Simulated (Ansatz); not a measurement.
# BSiH₃ (triplet): wave-function methods side by side at distance B1–H4 along a hydrogen transfer = 1.645 Å, cc-pVDZ

How much of the correlation energy of BSiH₃ (triplet) does each wave-function method recover here?

Method: cc-pVDZ, core rule «outside noble gas», up to 6 orbitals frozen; program: Ansatz 0.2.0, Gaussian basis.

To be run: UHF; CCSD(T) on ROHF; CCSD(T) on UHF; BCCD(T) on ROHF; CISD; CCSDT(Q) on ROHF; CCSDT(Q) on UHF; CASSCF and MRCISD+Q, 4 electrons in 4 orbitals; CASSCF and NEVPT2, 4 electrons in 4 orbitals.

11 further runs of the same task are left out: 3 for a known fault of the program, 7 that didn't finish, 1 set aside as unsound or not needed.

**1. What is computed**

The geometry derives from fragments relaxed apart (PBE0/def2-TZVP) and kept rigid, so it is no stationary point. A hydrogen atom is moved between rigid fragments.

5 atoms, charge 0, spin multiplicity 3.

Atoms are counted from 1 here; the program's logs count them from 0.

Bond lengths: B1–H2 1.193 Å, B1–H3 1.193 Å. Angles: H2–B1–H3 120.0°.

**2. UHF**

File in.yaml:

```yaml
crystal:
  periodic: [false, false, false]
  atoms:
    - {symbol: B, position_ang: [-2.304176, 0.000000, 0.000000]}
    - {symbol: H, position_ang: [-2.900909, 1.033571, 0.000000]}
    - {symbol: H, position_ang: [-2.900909, -1.033571, 0.000000]}
    - {symbol: H, position_ang: [-0.659176, 0.000000, 0.000000]}
    - {symbol: Si, position_ang: [1.118824, 0.000000, 0.000000]}
basis:
  gaussian: {orbitals: cc-pVDZ}
magnetization: {spin_polarized: true, initial_magnetization: 2}
hamiltonian: {xc: hf}
output: {orbitals: {seedname: orbitals}}
```

Started as:

```
$ ansatz run in.yaml --threads 1 --pin off --events-out ev --progress --plain --max-ram 2393MiB
```

Further steps of the session: CCSD(T) on ROHF; CCSD(T) on UHF; BCCD(T) on ROHF; CISD; CCSDT(Q) on ROHF; CCSDT(Q) on UHF; CASSCF and MRCISD+Q, 4 electrons in 4 orbitals; CASSCF and NEVPT2, 4 electrons in 4 orbitals.

Before running them: what should the planned runs give, taken together? Wanted: UCCSDT(Q) below the RHF energy; RMP2 from UCCSDT(Q); UMP2 from UCCSDT(Q); RCCSD from UCCSDT(Q); RCCSD(T) from UCCSDT(Q); UCCSD(T) from UCCSDT(Q); RCCSDT(Q) from UCCSDT(Q); NEVPT2 pair from UCCSDT(Q); MRCISD+Q pair from UCCSDT(Q).

As calculated:

| quantity | value |
| --- | --- |
| UCCSDT(Q) below the RHF energy | -5.5337 eV |
| RMP2 from UCCSDT(Q) | +1361.9 meV |
| UMP2 from UCCSDT(Q) | +1359.1 meV |
| RCCSD from UCCSDT(Q) | +190.5 meV |
| RCCSD(T) from UCCSDT(Q) | +49.6 meV |
| UCCSD(T) from UCCSDT(Q) | +49.3 meV |
| RCCSDT(Q) from UCCSDT(Q) | +1.2 meV |
| NEVPT2 pair from UCCSDT(Q) | +1323.7 meV |
| MRCISD+Q pair from UCCSDT(Q) | +8.3 meV |
| levels within 1 kcal/mol (43 meV) | RCCSDT, UCCSDT, RCCSDT(Q), MRCISD+Q pair |
| T1 diagnostic | 0.028 |

In words: RCCSD(T) lands +49.6 meV from the yardstick (0.9 % of the correlation energy). Of the multireference levels listed MRCISD+Q pair comes nearest in total energy (+8.3 meV), which doesn't show that its space is the better one. These misses are within one basis, not against nature; the frozen cores of restricted and unrestricted runs differ, which can shift their rows.
